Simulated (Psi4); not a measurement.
# [SiH3]− (SMILES [SiH3-]), run twice

Wanted: a single-point energy of [SiH3]−, DLPNO-CCSD(T)/6-311G** (density fitting, density fitting for correlation, pno convergence normal).

Program for the calculation: Psi4 1.11.

## (1) The molecule

[SiH3]− has 4 atoms, charge -1, and is taken as a singlet. SMILES: `[SiH3-]`. The shape is that of a PBE0-D4/def2-TZVPD optimisation.

Bond lengths: Si1–H2 1.546 Å, Si1–H3 1.546 Å, Si1–H4 1.546 Å. Angles: H2–Si1–H3 94.1°, H2–Si1–H4 94.1°, H3–Si1–H4 94.1°.

## (2) Try one

Input file calc.in:

```
memory 1600 MB

molecule system {
  -1 1
  Si
  H 1 1.545618
  H 1 1.545667 2 94.0712
  H 1 1.545715 2 94.06746 3 94.37823
  symmetry c1
}

set basis 6-311G**
set scf_type direct
set freeze_core true
set pno_convergence normal
set ints_tolerance 0.001
set maxiter 50

E, wfn = energy("dlpno-ccsd(t)", return_wfn=True)
```

On the command line:

```bash
$ psi4 calc.in calc.out -n 1
```

calc.out:

```text
[...]
  Running in c1 symmetry.
[...]
  Nuclear repulsion =   15.080985266011217
[...]
  Multiplicity = 1
[...]
  Nalpha       = 9
  Nbeta        = 9
[...]
    Number of basis functions: 44
[...]
   @DF-RHF iter   1:  -290.58650559666563   -5.25442e-01   5.99663e-03 DIIS/ADIIS
[...]
    Orbital Energies [Eh]
    ---------------------
    Doubly Occupied:
       1A    -68.514061     2A     -5.858954     3A     -3.964288
       4A     -3.964287     5A     -3.963313     6A     -0.447673
       7A     -0.213001     8A     -0.212981     9A     -0.064510
[...]
  @RHF Final Energy:  -290.63392354238147
   => Energetics <=
    Nuclear Repulsion Energy =             15.0809852660112167
    One-Electron Energy =                -437.0236815595766302
    Two-Electron Energy =                 131.3087727511839375
    Total Energy =                       -290.6339235423814671
[...]
 Multipole Moments:
 ------------------------------------------------------------------------------------
     Multipole            Electronic (a.u.)      Nuclear  (a.u.)        Total (a.u.)
 ------------------------------------------------------------------------------------
 L = 1.  Multiply by 2.5417464519 to convert [e a0] to [Debye]
 Dipole X            :         -1.3714461            1.2995434           -0.0719027
 Dipole Y            :         -1.2702634            1.2038025           -0.0664609
 Dipole Z            :         -1.1829140            1.1211116           -0.0618024
 Magnitude           :                                                    0.1157868
[...]
   * WARNING: This answer will likely vary from one obtained by a energy('dlpno-mp2') call
                due to lack of a semi-canonical MP2 prescreening step in DLPNO-MP2, as well
[...]
  @LCCSD(T) iter   3:  -0.003329434362 -2.367e-08  4.438e-08        0
[...]
```

Run time: 2 s. Hardware: 1 thread of AMD EPYC 9R45 (Zen 5), shared host; peak memory 0.21 GiB.

## (3) What went wrong

It ran to the end. The result can't be trusted all the same.

What is wrong: the screening of the two-electron integrals is far too loose. Among its listed settings the sound run differs in this, and the input shows the rest: integrals df in place of direct; integral approximation program's default in place of none.

## (4) The mended input

Input file job.dat:

```
memory 1600 MB

molecule m {
  -1 1
  Si
  H 1 1.545618
  H 1 1.545667 2 94.0712
  H 1 1.545715 2 94.06746 3 94.37823
  symmetry c1
}

set basis 6-311G**
set scf_type df
set freeze_core true
set pno_convergence normal

E = energy("dlpno-ccsd(t)")
print_variables()
```

On the command line:

```bash
$ psi4 job.dat job.out -n 1
```

job.out:

```text
[...]
  Running in c1 symmetry.
[...]
  Nuclear repulsion =   15.080985266011217
[...]
  Multiplicity = 1
[...]
  Nalpha       = 9
  Nbeta        = 9
[...]
    Number of basis functions: 44
[...]
   @DF-RHF iter   1:  -290.58670900726213   -5.25641e-01   5.99741e-03 ADIIS/DIIS
[...]
    Orbital Energies [Eh]
    ---------------------
    Doubly Occupied:
       1A    -68.515625     2A     -5.860312     3A     -3.965763
       4A     -3.965763     5A     -3.964889     6A     -0.450712
       7A     -0.213684     8A     -0.213666     9A     -0.064209
[...]
  @DF-RHF Final Energy:  -290.63626785559245
   => Energetics <=
    Nuclear Repulsion Energy =             15.0809852660112167
    One-Electron Energy =                -437.0052582917798532
    Two-Electron Energy =                 131.2880051701761772
    Total Energy =                       -290.6362678555924504
[...]
 Multipole Moments:
 ------------------------------------------------------------------------------------
     Multipole            Electronic (a.u.)      Nuclear  (a.u.)        Total (a.u.)
 ------------------------------------------------------------------------------------
 L = 1.  Multiply by 2.5417464519 to convert [e a0] to [Debye]
 Dipole X            :         -1.3515321            1.2995434           -0.0519887
 Dipole Y            :         -1.2518601            1.2038025           -0.0480575
 Dipole Z            :         -1.1657864            1.1211116           -0.0446748
 Magnitude           :                                                    0.0837149
[...]
   * WARNING: This answer will likely vary from one obtained by a energy('dlpno-mp2') call
                due to lack of a semi-canonical MP2 prescreening step in DLPNO-MP2, as well
[...]
  @LCCSD(T) iter   3:  -0.003316737356 -2.398e-08  4.490e-08        0
[...]
  "DLPNO PNO TRUNCATION ERROR"      =>      -0.000061098904
  "DLPNO SC-LMP2 PAIR ENERGY"       =>       0.000000000000
[...]
```

Run time: 1.9 s. Hardware: 1 thread of AMD EPYC 9R45 (Zen 5), shared host; peak memory 0.21 GiB.

## (5) Outcome

At DLPNO-CCSD(T)/6-311G** (density fitting, density fitting for correlation, pno convergence normal):

```
                                             quantity          value
                                         total energy  -290.78526 Eh
                  HOMO energy (Hartree–Fock orbitals)       -1.75 eV
                  LUMO energy (Hartree–Fock orbitals)        8.89 eV
HOMO–LUMO gap (to an unbound level, set by the basis)       10.63 eV
          correlation energy (5 core orbitals frozen)     -149.0 mEh
                                       (T) correction      -3.32 mEh
                                        T1 diagnostic          0.011
```

**Reading.** The first attempt's energy was +0.055 eV off this one. The triples make up 2.2 % of the correlation energy.
